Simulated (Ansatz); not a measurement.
**CH₄AlMg−: one structure at several levels**

The task here is to estimate one member of a computed series from the others.

Program: Ansatz 0.2.0, Gaussian basis. Level of theory: single points in def2-TZVPPD. These are calculated values, not measurements.

Correlated methods freeze the cores. The outer core shell of Li, Na, Mg and K is correlated.

### The starting structure

7 atoms, charge -1, spin multiplicity 1.

Atoms are counted from 1 here; the program's logs count them from 0.

Bond lengths: C1–Al2 1.911 Å, C1–H4 1.097 Å, C1–H5 1.148 Å, Al2–Mg3 2.538 Å, Al2–H6 1.599 Å. Angles: Al2–C1–H4 118.3°, Al2–C1–H5 107.0°, H4–C1–H5 89.8°, C1–Al2–Mg3 141.0°, C1–Al2–H6 129.3°, Mg3–Al2–H6 87.1°.

Coordinates:

```xyz
7

C    -1.7430    0.1002   -0.6443
Al   -0.1735    0.5978    0.3266
Mg    2.3443    0.2782    0.3041
H    -1.7677   -0.8866   -1.1220
H    -1.6688    0.5952   -1.6777
H    -0.0243    1.0302    1.8586
H     3.1916   -1.8520    0.3940
```

The first run:

Input file run/in.yaml:

```yaml
crystal:
  periodic: [false, false, false]
  atoms:
    - {symbol: C, position_ang: [-1.742975, 0.100217, -0.644282]}
    - {symbol: Al, position_ang: [-0.173537, 0.597763, 0.326601]}
    - {symbol: Mg, position_ang: [2.344273, 0.278229, 0.304142]}
    - {symbol: H, position_ang: [-1.767653, -0.886631, -1.122030]}
    - {symbol: H, position_ang: [-1.668831, 0.595241, -1.677686]}
    - {symbol: H, position_ang: [-0.024297, 1.030241, 1.858623]}
    - {symbol: H, position_ang: [3.191578, -1.851974, 0.393966]}
basis:
  gaussian: {orbitals: "def2-TZVPPD.json"}
total_charge: -1
hamiltonian: {xc: pbe, dispersion: d4}
output: {forces: true}
```

The basis file named in the input lies beside it (Basis Set Exchange, JSON).

Started as:

```sh
$ ansatz run in.yaml --threads 2 --pin off --events-out ev --progress --plain --max-ram 3481MiB
```

Among the steps run: PBE-D4/def2-TZVPPD; r2SCAN-D4/def2-TZVPPD; PBE0-D4/def2-TZVPPD; wB97M-V/def2-TZVPPD; CCSD(T)/def2-TZVPPD.

One of the session's tables, all rows but one given; the rest of the session is left out.

```
   method  RMS force component (eV/Å)  angle to CCSD(T) forces (°)
   PBE-D4                       0.741                          9.0
r2SCAN-D4                       0.798                          7.0
  PBE0-D4                       0.817                          8.2
  wB97M-V                           ?                            ?
  CCSD(T)                       0.810                    reference
```

Q: Estimate the row for wB97M-V from the others.

As computed: RMS force component (eV/Å): 0.832; angle to CCSD(T) forces (°): 10.2. In the column «RMS force component (eV/Å)» it is the highest.
